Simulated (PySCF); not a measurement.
Cl₂ was optimised in PySCF in the def2-SVP basis family (density fitting, no spin–orbit coupling) with several functionals.

One of them gave a singlet of D∞h symmetry with a mean bond of 2.054 Å to Cl, wavenumbers 490 cm⁻¹ and a HOMO–LUMO gap of 2.65 eV.

Question: Which level of theory was it?
A. PBE
B. B3LYP
C. PBE0

Answer: A. That is PBE, with Cl–Cl 2.054 Å. The others give B3LYP 2.056 Å and 498 cm⁻¹ for the highest mode; PBE0 2.025 Å and 528 cm⁻¹ for the highest mode.

The structures come from searches over a few start shapes, so lower isomers are not excluded.
